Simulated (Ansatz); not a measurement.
## Solid chlorine

Computed with PBEsol in Ansatz (plane waves, PAW).

Settings: plane-wave cutoff 500 eV, 6×6×4 k mesh (along the axes of the cell as run), gaussian smearing 0.02 eV, scalar-relativistic PAW data made under PBE.

Cell: relaxed at this level.

For solid chlorine, the equilibrium volume per atom is 26.95 Å³/atom. The lattice constant a comes out as 6.945 Å and the lattice parameter b comes out as 3.878 Å. The lattice parameter c is 8.005 Å.

Note: the cell comes from a level without a dispersion term, which matters for the spacing of layers, chains or molecules.

Static lattice: no zero-point or thermal effects.

Ansatz is a quantum-chemistry and plane-wave program.
